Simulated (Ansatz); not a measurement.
in.yaml

```yaml
crystal:
  periodic: [false, false, false]
  atoms:
    - {symbol: Si, position_ang: [0.000000, -0.090426, 0.466728]}
    - {symbol: N, position_ang: [0.000000, 0.090964, -1.020249]}
    - {symbol: H, position_ang: [0.000000, 1.255584, 1.172716]}
basis:
  gaussian: {orbitals: 6-31G}
magnetization: {spin_polarized: false, initial_magnetization: 2}
correlation: {method: ccsdtq, electrons: outside_noble_gas}
```

```sh
$ ansatz run in.yaml --threads 2 --pin off --events-out ev --progress --plain --max-ram 24576MiB --backend cuda --devices 0, --max-vram 18GiB
```

Log:

```
521 factors; integrals over basis functions are off by at most 4.6e-8 eV
mean field evaluation 1: about -9349.2336 eV, gradient 2.6e1 eV
mean field evaluation 2: about -9349.2907 eV, gradient 2.6e1 eV
mean field evaluation 4: about -9352.2294 eV, gradient 2.8e0 eV
mean field evaluation 8: about -9352.3469 eV, gradient 4.5e-1 eV
mean field evaluation 16: about -9352.3742 eV, gradient 2.6e-6 eV
mean field evaluation 32: about -9351.9935 eV, gradient 3.4e-1 eV
mean field evaluation 64: about -9352.3721 eV, gradient 2.8e-1 eV
mean field evaluation 96: about -9351.9983 eV, gradient 3.0e-1 eV
mean field evaluation 128: about -9351.0404 eV, gradient 1.6e0 eV
mean field evaluation 160: about -9349.4875 eV, gradient 2.0e-3 eV
...
cycle  18  -4.65016710 eV  change   -4.9e-5 eV  update   9.9e-5
cycle  19  -4.65021566 eV  change   -4.9e-5 eV  update   5.6e-5
cycle  20  -4.65023988 eV  change   -2.4e-5 eV  update   3.7e-5
cycle  21  -4.65028002 eV  change   -4.0e-5 eV  update   2.7e-5
cycle  22  -4.65031040 eV  change   -3.0e-5 eV  update   1.6e-5
cycle  23  -4.65029624 eV  change    1.4e-5 eV  update   8.2e-6
cycle  24  -4.65029283 eV  change    3.4e-6 eV  update   4.5e-6
cycle  25  -4.65028706 eV  change    5.8e-6 eV  update   2.8e-6
cycle  26  -4.65028535 eV  change    1.7e-6 eV  update   1.6e-6
cycle  27  -4.65028525 eV  change    1.1e-7 eV  update   9.4e-7
Total energy: -9357.02452429 eV, -343.8643088486 hartree
```

For the same geometry and basis full CI lies 1.5 meV lower.

Ran on 2 threads of AMD EPYC 7R13 with a shared H100 80 GB, shared host: 41 s wall, 0.84 GiB peak host memory.
